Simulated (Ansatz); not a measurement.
Reaction (SMILES): O (H2O) → H2O+ (doublet, bonded as O) + e-
B3LYP-D3(BJ)/def2-TZVP geometries, fixed; electronic energies without zero-point terms.
Largest species:
```xyz
3

O      0.0070     0.0013     0.1167
H     -0.0500     0.7593    -0.4742
H     -0.0062    -0.7700    -0.4592
```

Core correlation in the adiabatic ionisation energy at CCSD(T) with Ansatz (a quantum-chemistry and plane-wave program), in eV: frozen core against all electrons. Core-valence sets carry the plain set on hydrogen. Open shells are unrestricted.

| basis | functions, most | frozen core | all electrons | core term (second minus first) |
|---|---|---|---|---|
| cc-pVDZ | 24 | 11.835 | 11.840 | 0.005 |
| cc-pCVDZ | 28 | 11.844 | 11.849 | 0.005 |
| cc-pVTZ | 58 | 12.387 | 12.400 | 0.013 |
| cc-pCVTZ | 71 | 12.391 | 12.402 | 0.011 |
| cc-pwCVTZ | 71 | 12.393 | 12.404 | 0.012 |
| cc-pVQZ | 115 | 12.569 | 12.584 | 0.015 |
| cc-pwCVQZ | 144 | 12.572 | 12.584 | 0.012 |
| cc-pCVQZ | 144 | 12.570 | 12.583 | 0.012 |

The largest core-valence set, cc-pCVQZ, gives a core term of 0.012 eV; the valence set cc-pVQZ, which lacks functions for the core, gives 0.015.
